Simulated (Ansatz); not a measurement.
# [H···H···CH₃], doublet: the ladder up to UCCSDT(Q)

Geometry: a point of a hydrogen-transfer path between rigid fragments, not a stationary point.

```xyz
6

H    -2.1011    0.0000    0.0000
H    -1.1491    0.0000    0.0000
C     0.2179    0.0000    0.0000
H     0.2179   -1.0800    0.0000
H     0.2179    0.5400    0.9353
H     0.2179    0.5400   -0.9353
```

Basis cc-pVDZ; Ansatz 0.2.0. Correlated methods freeze the noble-gas cores, which leaves 9 electrons in 38 orbitals. R marks a restricted (for open shells ROHF) determinant, U an unrestricted one. Active spaces: valence = (9e, 9o) chosen from the atoms' valence shells.

Full CI isn't at hand for all of this; UCCSDT(Q) serves as the reference, and is uncertain by about the last step of the cluster series. The frozen core follows each run's orbitals, which can shift R against U totals by a few meV.

```
UHF ⟨S²⟩                          : 0.798
T1 diagnostic (RCCSD)             : 0.0267
largest doubles amplitude (RCCSD) : 0.072
T1 diagnostic (UCCSD)             : 0.0165
```

Task: From what is known of these methods and the diagnostics, rank them by the size of their error in total energy against UCCSDT(Q) in cc-pVDZ, smallest first (an estimate: the text doesn't fix the numbers).
A. BCCD(T)
B. RMP2
C. RCCSDT(Q)
D. RCCSD
E. UHF

Result: C (0.0 kJ/mol), A (2.1 kJ/mol), D (14.2 kJ/mol), B (90.3 kJ/mol), E (533.6 kJ/mol).

All errors are against UCCSDT(Q) in cc-pVDZ. Within each family the higher level lies nearer, as is usual though not guaranteed.

Natural occupations of CASSCF (valence space) about the gap: 1.983 1.978 1.978 1.961 0.999 0.040 0.022 0.019 0.019; effectively unpaired electrons, Σ n²(2−n)², 1.02.
